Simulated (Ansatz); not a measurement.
**AlNH3 (quartet): from Hartree-Fock to the top rungs at distance Al1–H4 along a hydrogen transfer = 1.695 Å, cc-pVDZ**

An exercise on one series of results from a longer session: the logs are not shown, and one member is left open.

The runs use Ansatz 0.2.0, Gaussian basis; cc-pVDZ, core rule «outside noble gas», up to 6 orbitals frozen.

Plan: UHF; CCSD(T) on ROHF; CCSD(T) on UHF; BCCD(T) on ROHF; CISD; CCSDT(Q) on ROHF; CCSDT(Q) on UHF; CASSCF and MRCISD+Q, 5 electrons in 5 orbitals; CASSCF and NEVPT2, 5 electrons in 5 orbitals.

13 further runs of the same task are left out: 9 for a known fault of the program, 4 that didn't finish.

### The geometry

The geometry derives from fragments relaxed apart (PBE0/def2-TZVP) and kept rigid, so it is no stationary point. A hydrogen atom is moved between rigid fragments.

5 atoms, charge 0, spin multiplicity 4.

Atoms are counted from 1 here; the program's logs count them from 0.

Bond lengths: Al1–H2 1.586 Å, Al1–H3 1.586 Å, Al1–H4 1.695 Å. Angles: H2–Al1–H3 120.0°, H2–Al1–H4 120.0°, H3–Al1–H4 120.0°.

The first run:

in.yaml reads:

```yaml
crystal:
  periodic: [false, false, false]
  atoms:
    - {symbol: Al, position_ang: [-1.081675, 0.000000, 0.000000]}
    - {symbol: H, position_ang: [-1.874599, 1.373384, 0.000000]}
    - {symbol: H, position_ang: [-1.874599, -1.373384, 0.000000]}
    - {symbol: H, position_ang: [0.613325, 0.000000, 0.000000]}
    - {symbol: N, position_ang: [2.309325, 0.000000, 0.000000]}
basis:
  gaussian: {orbitals: cc-pVDZ}
magnetization: {spin_polarized: true, initial_magnetization: 3}
hamiltonian: {xc: hf}
output: {orbitals: {seedname: orbitals}}
```

The run is started by

```bash
$ ansatz run in.yaml --threads 1 --pin off --events-out ev --progress --plain --max-ram 2393MiB
```

Among the steps run: UHF; CCSD(T) on ROHF; CCSD(T) on UHF; BCCD(T) on ROHF; CISD; CCSDT(Q) on ROHF; CCSDT(Q) on UHF; CASSCF and MRCISD+Q, 5 electrons in 5 orbitals; CASSCF and NEVPT2, 5 electrons in 5 orbitals.

One of the session's tables, all rows but one given; the rest of the session is left out.

It belongs to the step «Misses and costs». 

| method | from UCCSDT(Q) (meV) |
| --- | --- |
| ROHF | +5531.2 |
| UHF | +5406.8 |
| RMP2 | +1229.5 |
| UMP2 | +1206.2 |
| CISD | +435.6 |
| RCCSD | +93.6 |
| UCCSD | +91.3 |
| RCCSD(T) | +24.1 |
| UCCSD(T) | +22.4 |
| BCCD(T) | ? |
| RCCSDT | +4.6 |
| UCCSDT | +2.8 |
| RCCSDT(Q) | +1.8 |
| UCCSDT(Q) | 0 |
| CASSCF pair | +5089.6 |
| NEVPT2 pair | +1181.6 |
| MRCISD pair | +382.0 |
| MRCISD+Q pair | +7.6 |

Estimate the missing values for BCCD(T).

**Answer.** from UCCSDT(Q) (meV): +23.9. In the column «from UCCSDT(Q) (meV)» it lies between UCCSD(T) (+22.4) and RCCSD(T) (+24.1).

Limits of these values: Restricted and unrestricted rows rest on different reference determinants; where their highest levels disagree by more than a few hundredths of an eV, they describe different states and don't form one ladder.
